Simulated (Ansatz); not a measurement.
Input file:

```yaml
crystal:
  periodic: [false, false, false]
  atoms:
    - {symbol: Al, position_ang: [0.000000, 0.105264, 1.006952]}
    - {symbol: C, position_ang: [0.000000, 0.485411, -1.119862]}
    - {symbol: N, position_ang: [0.000000, -0.696891, -0.832779]}
    - {symbol: H, position_ang: [0.000000, 1.082252, -2.038110]}
basis:
  gaussian: {orbitals: cc-pVDZ}
magnetization: {spin_polarized: false, initial_magnetization: 1}
correlation: {method: ccsdt_q, electrons: outside_noble_gas}
```

```sh
$ ansatz run in.yaml --threads 1 --pin off --events-out ev --progress --plain --max-ram 2393MiB
```

(1) Roughly how long does this take on 1 thread of Arm Neoverse V2, shared host, and how much host memory?

```
970 factors; integrals over basis functions are off by at most 2.3e-7 eV
mean field evaluation 1: about -9107.1381 eV, gradient 2.6e1 eV
mean field evaluation 2: about -9107.2625 eV, gradient 2.6e1 eV
mean field evaluation 4: about -9109.2074 eV, gradient 3.1e0 eV
mean field evaluation 8: about -9109.2603 eV, gradient 2.9e-1 eV
mean field evaluation 16: about -9107.1365 eV, gradient 2.6e1 eV
mean field evaluation 32: about -9104.8259 eV, gradient 1.9e1 eV
mean field evaluation 64: about -9105.8441 eV, gradient 2.3e-1 eV
mean field evaluation 96: about -9106.2610 eV, gradient 5.7e-4 eV
mean field evaluation 128: about -9106.2607 eV, gradient 8.3e-2 eV
mean field evaluation 160: about -9105.8540 eV, gradient 6.0e-4 eV
mean field -9109.26187037 eV, -334.7591992566 hartree, gradient 1.6e-6 eV, S^2 0.750000; 5 other end points of the search recorded, 0 dependent functions left out
...
cycle  11  -10.00710438 eV  change    1.2e-4 eV  update   2.3e-4
cycle  12  -10.00729867 eV  change   -1.9e-4 eV  update   1.3e-4
cycle  13  -10.00736411 eV  change   -6.5e-5 eV  update   6.6e-5
cycle  14  -10.00736960 eV  change   -5.5e-6 eV  update   3.3e-5
cycle  15  -10.00741735 eV  change   -4.8e-5 eV  update   1.4e-5
cycle  16  -10.00742910 eV  change   -1.2e-5 eV  update   8.1e-6
cycle  17  -10.00742851 eV  change    5.9e-7 eV  update   4.2e-6
cycle  18  -10.00743062 eV  change   -2.1e-6 eV  update   2.4e-6
cycle  19  -10.00742931 eV  change    1.3e-6 eV  update   1.1e-6
cycle  20  -10.00742838 eV  change    9.3e-7 eV  update   6.8e-7
perturbative correction -0.04386955 eV, -0.0016121764 hartree
Total energy: -9119.31316831 eV, -335.1285776429 hartree
```

For the same geometry and basis UCCSDT(Q) lies 1.1 meV lower.

Results:

(1) 52 s wall and 0.83 GiB.
